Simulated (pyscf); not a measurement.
Thermochemistry of product channels of Cl–Sn:–Cl (SMILES [Cl][Sn][Cl]) [singlet] + H• (SMILES [H]) on the doublet surface, in eV, from CCSD(T)/def2-TZVPP + ΔMP2(QZVPP) energies (ideal gas, 1 atm, RRHO with modes under 100 cm⁻¹ raised to 100, one conformer, R ln 2 for rigid chiral ones). Optimised with ωB97X-D3(BJ)/def2-SVP in PySCF. Correlated levels are frozen-core, on RHF or UHF. ΔMP2 is the change of the MP2 total energy from the triple- to the quadruple-zeta basis.

| products | ΔE | ΔH(298 K) | ΔG(298 K) | ΔG(900 K) |
|---|---|---|---|---|
| Cl• (SMILES [Cl]) + Cl–SnH: (SMILES [Cl][SnH]) [singlet] | … | +1.37 | +1.33 | +1.29 |
| Cl–SnH•–Cl (SMILES [Cl][SnH][Cl]) | … | -1.05 | -0.75 | -0.11 |

Task: Complete the blanks.

Result: 
- Cl• (SMILES [Cl]) + Cl–SnH: (SMILES [Cl][SnH]) [singlet], ΔE: +1.28
- Cl–SnH•–Cl (SMILES [Cl][SnH][Cl]), ΔE: -1.17

The channel to Cl–SnH•–Cl turns unfavourable between 298 and 1200 K (ΔG from -0.75 eV to +0.21 eV).

These are energies of the channels, which say nothing of barriers. The CCSD(T) − MP2 part came from Ansatz, without density fitting, on the same reference. The frozen core leaves the outer d or s,p core shells of the metals and heavy elements correlated in the MP2 and CC values, and def2-TZVPP describes them poorly, which can shift differences by a few kcal/mol. Left out: orbital degeneracy and the spin-orbit lowering of Cl. Elements past Kr carry the def2 core potentials, without spin-orbit coupling.
